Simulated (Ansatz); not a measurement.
C4H6ClF can be A, `C[C@@]1(Cl)C[C@H]1F`, or B, `FC1(Cl)CCC1`.

Gas-phase electronic energies from Ansatz, PBE0-D4/def2-TZVP geometries. CCSD(T)/CBS adds triple-zeta CCSD(T) − MP2 to the extrapolated MP2 energy (def2 sets, frozen cores). Functionals use def2-TZVPP. B3LYP here is the variant with VWN-RPA as its local correlation; programs differ in this.

Task: Which isomer does CCSD(T)/CBS put lower? Give the gap. (An estimate is asked.)

Result: The calculation gave: B, by 35.4 kJ/mol.

Task: Give E(B) − E(A) in kJ/mol with PBE-D4, CCSD(T)/def2-TZVPP, PBE0-D4, B3LYP, MP2/def2-TZVPP, B3LYP-D4, CCSD/def2-TZVPP. (An estimate is asked.)

Result: The calculation gave: PBE-D4 -31.9, CCSD(T)/def2-TZVPP -35.6, PBE0-D4 -32.6, B3LYP -29.4, MP2/def2-TZVPP -32.1, B3LYP-D4 -30.0, CCSD/def2-TZVPP -34.9. None reverses the order clearly.

Largest T1 diagnostic: 0.010.
